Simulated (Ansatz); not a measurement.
# A rate constant, worked out

An elementary step of AlH$_{5}$SO, closed shell (AlH₃O ([OH][AlH2]) + H₂S → AlH₃S ([AlH2][SH]) + H₂O (still joined by a long Al–O bond); Al–O, H–S broken or loosened, Al–S, O–H formed or tightened). The start structure is the complex of the reactants, bound by 0.47 eV, and the electronic barrier above it is 0.386 eV by CCSD(T) at an estimated basis limit (MP2 extrapolated from triple and quadruple zeta, plus CCSD(T) − MP2 in triple zeta). Program: Ansatz 0.2.0. Basis: def2-TZVPP and def2-QZVPP. Cores are frozen in the correlated methods. Extrapolation: Hartree–Fock as exp(−7.88 √X), correlation as X^−2.97. Harmonic wavenumbers at PBE0-D4/def2-TZVP (Ansatz 0.2.0), in cm⁻¹:

Start: 99, 118, 210, 263, 309, 419, 495, 574, 669, 690, 745, 822, 1199, 1883, 1910, 2710, 2723, 3961.

Saddle: 795i, 289, 302, 345, 426, 483, 559, 570, 642, 688, 754, 808, 1241, 1454, 1922, 1939, 2717, 3903.

Problem. Work out the transition-state-theory rate constant at 700 K from these numbers alone (harmonic vibrations; rotation, path degeneracy and anharmonicity left out), and the Wigner tunnelling factor. Use 1 cm⁻¹ = 1.2398 × 10⁻⁴ eV and k_B = 8.617 × 10⁻⁵ eV/K.

Solution. Zero-point energies, half the sums: start 19799/2 cm⁻¹ = 1.2274 eV; saddle, real modes only, 19042/2 cm⁻¹ = 1.1805 eV.
Barrier with zero-point energy: 0.386 + 1.1805 − 1.2274 = 0.3391 eV.
k_BT = 0.06032 eV, so the barrier is 5.62 k_BT.
Vibrational partition functions from the zero-point level, ln q = −Σ ln(1 − exp(−hν/k_BT)): start 8.423, saddle 5.220.
k = (k_BT/h) exp(ln q‡ − ln q) exp(−E0/k_BT), with log₁₀(k_BT/h in s⁻¹) = 13.16: log₁₀ k = 13.16 + (-3.203 − 5.62)/2.3026 = 9.33, so k ≈ 2 × 10^(9) s⁻¹.
Wigner factor: 1 + (hν‡/k_BT)²/24 = 1 + (1.63)²/24 = 1.11. A change of 1 kcal/mol (0.043 eV) in the barrier would change k by a factor of 2.1 at this temperature.

T1 diagnostic: at most 0.012.

Labels in which every atom is bracketed show which atoms are joined, not bond orders.

For scale, one of the runs: CCSD(T)/def2-TZVPP, 185 basis functions, launched by `ansatz run in.yaml --threads 2 --pin off --events-out ev --progress --plain --max-ram 4352MiB`. Hardware: 2 CPU threads of an Arm Neoverse V2, shared host. Wall time 25 s; peak host memory 1.7 GiB.
